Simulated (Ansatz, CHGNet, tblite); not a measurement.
## Zinc-blende GaP, LA phonon frequency at X

Reference value: 255 cm⁻¹ (measured, 4 K, zero-point motion not removed; as tabulated in Ioffe Institute, NSM Archive: GaP, mechanic properties page).

```csv
level (code),value (cm⁻¹),cell (Å³/atom),difference (%)
GFN1-xTB (tblite),213,22.64,-16.5
CHGNet 0.3.0,166,20.82,-35
LDA (Ansatz),251,19.59,-1.6
PBE (Ansatz),241,20.87,-5.5
r²SCAN (Ansatz),252,20.25,-1.2
B3LYP (VWN-RPA form) (Ansatz),246,21.15,-3.5
Hartree–Fock (Ansatz),267,21.35,+4.7
```

Once the reference is moved by up to 3.0 % (a margin picked here for doubts on the reference and the settings, and for temperature and zero-point motion) and values within 1.0 % count as equal, the nearest can be r²SCAN (-1.2 %), LDA (-1.6 %), B3LYP (VWN-RPA form) (-3.5 %) or Hartree–Fock (+4.7 %). Among them CHGNet 0.3.0 (-35 %) misses by most. Within 10 %: LDA, PBE, r²SCAN, B3LYP (VWN-RPA form), Hartree–Fock.

The reference isn't brought to a static lattice, while the calculations are for one, so the differences are not the levels' errors alone.  GFN1-xTB: the method was fitted mainly to molecules. GFN1-xTB: the run uses a supercell at the zone centre in place of a k mesh. Each level is taken at its own relaxed cell. Cutoffs and k meshes differ between the levels. Ansatz's density-functional and Hartree–Fock values are scalar-relativistic unless marked +SOC, with PAW data made under PBE.

Machine-learned potentials (CHGNet 0.3.0) are trained on DFT data: a solid inside that data is no test of them.

Differences are worked out from the printed values.

Ansatz is a first-principles code.
